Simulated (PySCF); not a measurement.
Identify the unknown among the candidates.

All candidates are C6H12.

* Rotational structure: rotational constants A, B, C: 6.137, 3.009, 2.285 GHz [PBE0-D3(BJ)/def2-TZVP]
* 1H NMR: chemical shifts (computed TMS as zero) by class: 1.97 (1 H), 1.85 (2 H), 1.65 (2 H), 1.60 (2 H), 1.09 (2 H), 1.05 (3 H) ppm [GIAO B97-2/pcSseg-2]
* Dipole: 0.11 D [B97-2/pcSseg-2]
* 13C NMR: chemical shifts (computed TMS as zero) by class: 39.1 (1 C), 38.3 (2 C), 31.7 (2 C), 24.0 (1 C) ppm [GIAO B97-2/pcSseg-2]

Gas-phase values; electronic properties from PySCF, density fitting. Levels stand in brackets. Isolated species at its PBE0-D3(BJ)/def2-TZVP geometry (one conformer only). NMR values are class means; diastereotopic atoms form classes of their own.

Question: Which candidate is it?
A. `C1CCCCC1` (cyclohexane)
B. `C=CC(C)(C)C` (3,3-dimethyl-1-butene)
C. `CC1CCCC1` (methylcyclopentane)

Answer: C. It is `CC1CCCC1`. Numbering: `[CH3:1][CH:2]1[CH2:3][CH2:4][CH2:5][CH2:6]1`. Its formula, C6H12, gives 1 degree of unsaturation: 1 ring and 0 π bonds in the structure found. 6 carbons fall into 4 classes; from least to most shielded: sp3 CH carbon [C2] (39.1 ppm), ring CH2 carbon [C3/C6] (38.3 ppm, 2 C, up to 6.0 ppm apart in this geometry), ring CH2 carbon [C4/C5] (31.7 ppm, 2 C, up to 2.7 ppm apart in this geometry), methyl carbon [C1] (24.0 ppm). Hydrogen classes from least to most shielded: 1 H on an sp3 CH carbon, C2 (1.97 ppm), 2 H on 2 ring CH2 carbons, C3/C6 (1.85 ppm), 2 H on 2 ring CH2 carbons, C4/C5 (1.65 ppm), 2 H on 2 ring CH2 carbons, C4/C5 (1.60 ppm), 2 H on 2 ring CH2 carbons, C3/C6 (1.09 ppm), 3 H on a methyl carbon, C1 (1.05 ppm, a mean of values up to 0.6 ppm apart in this geometry). The optimised geometry has point group C1 and is an asymmetric top.

The others, at the same levels:
- `C=CC(C)(C)C` fails: its computed 13C shifts are 160.8 (1 C), 115.5 (1 C), 38.0 (1 C), 31.1 (3 C) ppm, 1H shifts are 6.25 (1 H), 5.19 (1 H), 5.14 (1 H), 1.02 (9 H) ppm and rotational constant A is 4.459 GHz (against 6.137 GHz).
- `C1CCCCC1` fails: it has 1 carbon class against 4; its computed 13C shifts are 31.2 (6 C) ppm and 1H shifts are 1.47 (12 H) ppm.

Each candidate is one conformer, not necessarily the lowest. The conformers computed, where there is a choice (atom-mapped SMILES and torsion angles):
- `[CH2:1]=[CH:2][C:3]([CH3:4])([CH3:5])[CH3:6]`: C1–C2–C3–C4 121°

The conformers of `CC1CCCC1` aren't listed.
